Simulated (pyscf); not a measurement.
Single points on ωB97X-D3(BJ)/def2-SVP structures (PySCF, gas phase).

Question: Estimate by transition-state theory (the high-pressure limit) the rate constant of F–Mo(F)(F)(F)=S + hydrogen chloride (HCl) → F–Mo(F)(F)(F)(SH)–Cl (singlet surface; Cl–H broken, H–S, Cl–Mo formed) at 1200 K, with ωB97M-D3(BJ)/def2-TZVP energies (ideal gas, 1 atm, RRHO with modes under 100 cm⁻¹ raised to 100, one conformer, R ln 2 for chiral ones without a mode under 150 cm⁻¹; no tunnelling).

Answer: The electronic barrier is 35.6 kcal/mol and the thermal terms add +37.3, so ΔG‡ = 72.9 kcal/mol. With k_BT/h = 2.50e+13 s⁻¹ and RT = 2.385 kcal/mol, and a volume of 1.64e-19 cm³ per molecule at 1 atm, k = 2.2e-19 cm³ molecule⁻¹ s⁻¹. The product is born with the 17 kcal/mol of the reverse barrier and needs collisions to keep. Wigner's tunnelling factor for 1035i cm⁻¹ would be 1.06. A shift of 1 kcal/mol in the barrier changes k by a factor 1.5. On the product side the descent ends in a point that may be a rotor saddle (no frequency run), 1.2 kcal/mol over the lowest minimum found and 16.4 kcal/mol under the saddle at ωB97X-D3(BJ)/def2-TZVP. At ωB97X-D3(BJ)/def2-TZVP the barrier from the zero used here is 30.7 kcal/mol. One saddle was located; it need not be the lowest between these sides. Elements past Kr carry the def2 core potentials, without spin-orbit coupling.
